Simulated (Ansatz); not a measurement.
Cost and result for the atomization energy of `CC[C@H](C)[C@@H](C)CC` (26 atoms, 25 bonds).

Cartesian coordinates in Å:
```
C 1.069 -1.943 -1.792
C 0.517 -1.267 -0.547
C -0.124 0.094 -0.812
C 0.894 1.125 -1.287
C -0.986 0.591 0.370
C -2.355 -0.081 0.343
C -0.379 0.429 1.765
C 0.909 1.186 2.045
H 0.289 -2.062 -2.550
H 1.882 -1.370 -2.241
H 1.460 -2.936 -1.560
H 1.320 -1.155 0.191
H -0.224 -1.930 -0.088
H -0.825 -0.048 -1.646
H 0.416 2.096 -1.445
H 1.346 0.828 -2.235
H 1.704 1.269 -0.568
H -1.148 1.666 0.210
H -2.865 0.094 -0.608
H -2.269 -1.164 0.479
H -2.997 0.296 1.143
H -0.230 -0.637 1.972
H -1.137 0.760 2.483
H 1.760 0.774 1.500
H 0.818 2.241 1.769
H 1.155 1.143 3.109
```

Charge 0, multiplicity 1. All single points use the PBE0-D4/def2-TZVP geometry. It is one conformer, not always the lowest. Program: Ansatz. All runs use 6 threads of an AMD EPYC 7R13 on a shared host and a share of an NVIDIA H100 80 GB. Times are those of one run each, without the atoms' runs, and a repeat can differ threefold. Electronic energies, without spin–orbit coupling; frozen cores. CCSD(T)/CBS adds CCSD(T) − MP2 in def2-TZVPP to the MP2 limit, and its time is that of the two runs behind it. T1 = 0.009. B3LYP takes the VWN-RPA correlation (the form of Gaussian; ORCA's B3LYP/G).

CCSD(T)/CBS is a level of theory with its own doubt, some kJ/mol a heavy atom from the limit and from the frozen cores, so smaller differences don't rank the functionals.

| level | functions | wall time | atomization (kJ/mol) | difference from CCSD(T)/CBS | per bond |
| --- | --- | --- | --- | --- | --- |
| PBE0-D4/def2-TZVPP | 500 | 1.9 s | 10436.1 | 71.9 | 2.9 |
| PBE-D4/def2-TZVPP (with forces) | 500 | 2.2 s | 10528.9 | 164.7 | 6.6 |
| B2PLYP/def2-TZVPP | 500 | 2.6 s | 10260.1 | -104.1 | -4.2 |
| r2SCAN-D4/def2-TZVPP (with forces) | 500 | 3.2 s | 10380.5 | 16.3 | 0.7 |
| ωB97X-V/def2-TZVPP | 500 | 6 s | 10375.9 | 11.7 | 0.5 |
| ωB97M-V/def2-TZVPP (with forces) | 500 | 6 s | 10389.9 | 25.7 | 1.0 |
| B3LYP-D4/def2-TZVPP (with forces) | 500 | 7 s | 10370.1 | 5.9 | 0.2 |
| MP2/def2-QZVPP | 996 | 7 s | 10358.6 | -5.6 | -0.2 |
| CCSD(T)/def2-TZVPP | 500 | 29 s | 10160.9 | -203.3 | -8.1 |
| CCSD(T)/CBS(def2) | – | 36 s | 10364.2 | 0.0 | 0.0 |

The D4 term adds +94.1 kJ/mol with B3LYP and +51.5 kJ/mol with PBE0; it sums over pairs of atoms, weighted by their polarisabilities, and B3LYP, whose exchange is more repulsive, gets the larger term. From PBE to PBE0 (25 % exact exchange), in def2-TZVPP and without D4, the atomization energy moves by −84.0 kJ/mol: exact exchange takes away binding that semilocal exchange gives to molecules. In def2-TZVPP, CCSD(T) changes the Hartree–Fock value by +2275.0 kJ/mol (the triples alone add +115.4 kJ/mol) and MP2 by +2353.8 kJ/mol; breaking electron pairs costs correlation energy, which Hartree–Fock lacks.
